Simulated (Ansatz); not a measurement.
This Ansatz (a first-principles code) input (MP2/cc-pV5Z) gives -113.71010 Eh with 237 basis functions.

Ansatz 0.2 input:
```yaml
crystal:
  periodic: [false, false, false]
  atoms:
    - {symbol: O, position_ang: [0.01382699, -0.00208751, 0.60715025]}
    - {symbol: C, position_ang: [-0.02150103, 0.16263942, -0.61155375]}
    - {symbol: H, position_ang: [0.01839031, -0.95913641, -1.18787951]}
basis:
  gaussian:
    orbitals: cc-pV5Z
total_charge: -1
magnetization: {spin_polarized: false}
correlation: {method: mp2, electrons: outside_noble_gas}
```

Change:
```diff
- orbitals: cc-pV5Z
+ orbitals: aug-pcseg-3
```

What does the run give now?

-113.69740 Eh (MP2/aug-pcseg-3, 219 functions), a change of +12.70 mEh.
